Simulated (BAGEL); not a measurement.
# doublet [BF2]2+ at 4 levels

Wanted: a comparison of 4 runs (ROHF/6-31G*, UHF/6-31G*, ROHF/cc-pVTZ, UHF/cc-pVTZ) of doublet [BF2]2+. 

Program for the calculation: BAGEL 1.2.2.

4 further runs of the same task are left out: 2 that didn't finish, 2 set aside as unsound or not needed.

### Step 1. The system as given

[BF2]2+: 3 atoms, total charge +2, spin state doublet. SMILES of the parent species: `F[B+]F`. The coordinates come from a PBE0-D4/def2-TZVP relaxation. That shape belongs to the parent species and isn't relaxed for this state.

Bond lengths: F1–B2 1.226 Å, B2–F3 1.226 Å. Angles: F1–B2–F3 180.0°.

### Step 2. A single-point energy at ROHF/6-31G(d) (density fitting with cc-pvqz-jkfit, spherical functions) (run 1)

input.json

```json
{ "bagel" : [

{
  "title" : "molecule",
  "basis" : "6-31gs.json",
  "df_basis" : "cc-pvqz-jkfit",
  "angstrom" : true,
  "geometry" : [
    { "atom" : "F", "xyz" : [    0.329710,    1.140520,    0.307700 ] },
    { "atom" : "B", "xyz" : [    0.000000,    0.000000,    0.000000 ] },
    { "atom" : "F", "xyz" : [   -0.329720,   -1.140520,   -0.307700 ] }
  ]
},
{
  "title" : "rohf",
  "charge" : 2,
  "nopen" : 1
},
{
  "title" : "print",
  "file" : "orbitals.molden",
  "orbitals" : true
}

]}
```

The basis set 6-31G* is read from a file made from the Basis Set Exchange's data (not shown).

Run with:

```
BAGEL_NUM_THREADS=1 BAGEL input.json > input.out
```

The log of the run:

```text
* using 1 threads per process

  ===============================================================
  ===============================================================

  *** Geometry ***

  { "atom" : "F", "xyz" : [      0.623062,      2.155270,      0.581469 ] },
  { "atom" : "B", "xyz" : [      0.000000,      0.000000,      0.000000 ] },
  { "atom" : "F", "xyz" : [     -0.623080,     -2.155270,     -0.581469 ] },

  Number of auxiliary basis functions:      318

  Since a DF basis is specified, we compute 2- and 3-index integrals:
    o Being stored without compression. Storage requirement is 0.004 GB

  Number of basis functions:       42
  Number of electrons      :       23

    * METHOD: MOLECULE                             0.06

  *** Open-shell HF ***

  === Nuclear Repulsion ===
    56.3069692871

      * DIIS with orbital gradients will be used.

  === ROHF iteration (6-31gs.json) ===
      0       -222.21948491          0.05768961           0.02
      1       -222.31231633          0.01942911           0.02
      2       -222.31344253          0.01020981           0.02
      3       -222.31749242          0.00146308           0.02
      4       -222.31715588          0.00029559           0.02
      5       -222.31706115          0.00005701           0.02
[... 10 lines of this table left out ...]
     16       -222.31701133          0.00000001           0.02
     17       -222.31701133          0.00000000           0.02
    * SCF iteration converged.

    * S^2 (ROHF) is 0.7500

    * Permanent dipole moment:
           (   -0.000016,    -0.000010,    -0.000003) a.u.

    * METHOD: ROHF                                 0.38

    * METHOD: PRINT                                0.00

  ===============================================================
```

It took 0.6 s on 1 thread of Arm Neoverse V2, shared host.

### Step 3. A single-point energy at UHF/6-31G(d) (density fitting with cc-pvqz-jkfit, spherical functions) (run 2)

job.json

```json
{ "bagel" : [

{
  "title" : "molecule",
  "basis" : "6-31gs.json",
  "df_basis" : "cc-pvqz-jkfit",
  "angstrom" : true,
  "geometry" : [
    { "atom" : "F", "xyz" : [    0.329710,    1.140520,    0.307700 ] },
    { "atom" : "B", "xyz" : [    0.000000,    0.000000,    0.000000 ] },
    { "atom" : "F", "xyz" : [   -0.329720,   -1.140520,   -0.307700 ] }
  ]
},
{ "title" : "uhf", "charge" : 2, "nopen" : 1 },
{ "title" : "print", "file" : "orbitals.molden", "orbitals" : true }

]}
```

The basis set 6-31G* is read from a file made from the Basis Set Exchange's data (not shown).

Run with:

```
BAGEL_NUM_THREADS=1 BAGEL job.json > job.out
```

The log of the run:

```text
* using 1 threads per process

  ===============================================================
  ===============================================================

  *** Geometry ***

  { "atom" : "F", "xyz" : [      0.623062,      2.155270,      0.581469 ] },
  { "atom" : "B", "xyz" : [      0.000000,      0.000000,      0.000000 ] },
  { "atom" : "F", "xyz" : [     -0.623080,     -2.155270,     -0.581469 ] },

  Number of auxiliary basis functions:      318

  Since a DF basis is specified, we compute 2- and 3-index integrals:
    o Being stored without compression. Storage requirement is 0.004 GB

  Number of basis functions:       42
  Number of electrons      :       23

    * METHOD: MOLECULE                             0.06

  *** Open-shell HF ***

  === Nuclear Repulsion ===
    56.3069692871

      * DIIS with orbital gradients will be used.

  === UHF iteration (6-31gs.json) ===
      0       -222.21948491          0.05768961           0.02
      1       -222.32779117          0.02037454           0.02
      2       -222.34149410          0.00999195           0.02
      3       -222.34627658          0.00243134           0.02
      4       -222.34850854          0.00081840           0.02
      5       -222.34898977          0.00023637           0.02
[... 11 lines of this table left out ...]
     17       -222.34904225          0.00000001           0.02
     18       -222.34904225          0.00000001           0.02
    * SCF iteration converged.

    * S^2 (UHF) is 0.8903

    * Permanent dipole moment:
           (   -0.000021,    -0.000033,    -0.000009) a.u.

    * METHOD: UHF                                  0.39

    * METHOD: PRINT                                0.00

  ===============================================================
```

Run time: 0.62 s. Hardware: 1 thread of Arm Neoverse V2, shared host.

### Step 4. The energy at ROHF/cc-pVTZ (density fitting with cc-pvqz-jkfit) (run 3)

hf.json

```json
{ "bagel": [

{
  "title": "molecule",
  "basis": "cc-pvtz.json",
  "df_basis": "cc-pvqz-jkfit",
  "angstrom": true,
  "geometry": [
    { "atom": "F", "xyz": [    0.329710,    1.140520,    0.307700 ] },
    { "atom": "B", "xyz": [    0.000000,    0.000000,    0.000000 ] },
    { "atom": "F", "xyz": [   -0.329720,   -1.140520,   -0.307700 ] }
  ]
},
{
  "title": "rohf",
  "charge": 2,
  "nopen": 1
},
{
  "title": "print",
  "file": "orbitals.molden",
  "orbitals": true
}

]}
```

The basis set cc-pVTZ is read from a file made from the Basis Set Exchange's data (not shown).

Run with:

```
BAGEL_NUM_THREADS=1 BAGEL hf.json > hf.out
```

The log of the run:

```text
* using 1 threads per process

  ===============================================================
  ===============================================================

  *** Geometry ***

  { "atom" : "F", "xyz" : [      0.623062,      2.155270,      0.581469 ] },
  { "atom" : "B", "xyz" : [      0.000000,      0.000000,      0.000000 ] },
  { "atom" : "F", "xyz" : [     -0.623080,     -2.155270,     -0.581469 ] },

  Number of auxiliary basis functions:      318

  Since a DF basis is specified, we compute 2- and 3-index integrals:
    o Being stored without compression. Storage requirement is 0.021 GB

  Number of basis functions:       90
  Number of electrons      :       23

    * METHOD: MOLECULE                             0.10

  *** Open-shell HF ***

  === Nuclear Repulsion ===
    56.3069692871

      * DIIS with orbital gradients will be used.

  === ROHF iteration (cc-pvtz.json) ===
      0       -222.26938311          0.04214350           0.05
      1       -222.39360767          0.01947377           0.05
      2       -222.40270744          0.01037307           0.05
      3       -222.41365173          0.00094601           0.05
      4       -222.41291030          0.00025868           0.05
      5       -222.41288652          0.00005410           0.05
[... 13 lines of this table left out ...]
     19       -222.41282257          0.00000005           0.05
     20       -222.41282257          0.00000001           0.05
    * SCF iteration converged.

    * S^2 (ROHF) is 0.7500

    * Permanent dipole moment:
           (   -0.000016,    -0.000009,    -0.000002) a.u.

    * METHOD: ROHF                                 1.19

    * METHOD: PRINT                                0.01

  ===============================================================
```

Wall time 1.5 s (1 thread of Arm Neoverse V2, shared host).

### Step 5. The energy at UHF/cc-pVTZ (density fitting with cc-pvqz-jkfit) (run 4)

input.json

```json
{ "bagel": [

{
  "title": "molecule",
  "basis": "cc-pvtz.json",
  "df_basis": "cc-pvqz-jkfit",
  "angstrom": true,
  "geometry": [
    { "atom": "F", "xyz": [    0.329710,    1.140520,    0.307700 ] },
    { "atom": "B", "xyz": [    0.000000,    0.000000,    0.000000 ] },
    { "atom": "F", "xyz": [   -0.329720,   -1.140520,   -0.307700 ] }
  ]
},
{ "title": "uhf", "charge": 2, "nopen": 1 },
{ "title": "print", "file": "orbitals.molden", "orbitals": true }

]}
```

The basis set cc-pVTZ is read from a file made from the Basis Set Exchange's data (not shown).

Run with:

```
BAGEL_NUM_THREADS=1 BAGEL input.json > input.out
```

The log of the run:

```text
* using 1 threads per process

  ===============================================================
  ===============================================================

  *** Geometry ***

  { "atom" : "F", "xyz" : [      0.623062,      2.155270,      0.581469 ] },
  { "atom" : "B", "xyz" : [      0.000000,      0.000000,      0.000000 ] },
  { "atom" : "F", "xyz" : [     -0.623080,     -2.155270,     -0.581469 ] },

  Number of auxiliary basis functions:      318

  Since a DF basis is specified, we compute 2- and 3-index integrals:
    o Being stored without compression. Storage requirement is 0.021 GB

  Number of basis functions:       90
  Number of electrons      :       23

    * METHOD: MOLECULE                             0.10

  *** Open-shell HF ***

  === Nuclear Repulsion ===
    56.3069692871

      * DIIS with orbital gradients will be used.

  === UHF iteration (cc-pvtz.json) ===
      0       -222.26938311          0.04214350           0.05
      1       -222.40891735          0.01991155           0.05
      2       -222.43316039          0.01013455           0.05
      3       -222.44353949          0.00158175           0.05
      4       -222.44568802          0.00063468           0.05
      5       -222.44634462          0.00021970           0.05
[... 12 lines of this table left out ...]
     18       -222.44643631          0.00000001           0.05
     19       -222.44643631          0.00000000           0.05
    * SCF iteration converged.

    * S^2 (UHF) is 0.8952

    * Permanent dipole moment:
           (   -0.000021,    -0.000031,    -0.000008) a.u.

    * METHOD: UHF                                  1.11

    * METHOD: PRINT                                0.01

  ===============================================================
```

Wall time 1.4 s (1 thread of Arm Neoverse V2, shared host).

### Step 6. Overview of the runs

```tsv
run	level	energy (Eh)	⟨S²⟩	wall time
1	ROHF/6-31G* (density fitting with cc-pvqz-jkfit, spherical functions)	-222.317011	0.750	0.6 s
2	UHF/6-31G* (density fitting with cc-pvqz-jkfit, spherical functions)	-222.349042	0.890	0.62 s
3	ROHF/cc-pVTZ (density fitting with cc-pvqz-jkfit)	-222.412823	0.750	1.5 s
4	UHF/cc-pVTZ (density fitting with cc-pvqz-jkfit)	-222.446436	0.895	1.4 s
```

### Step 7. Outcome

| quantity | value |
| --- | --- |
| run 4: total energy | -222.44644 Eh |
| run 4: ⟨S²⟩ | 0.895 |

What this shows: Spin contamination of the reference: run 4 ⟨S²⟩ = 0.90, run 2 ⟨S²⟩ = 0.89. All runs together took 4.1 s, the longest 1.5 s.
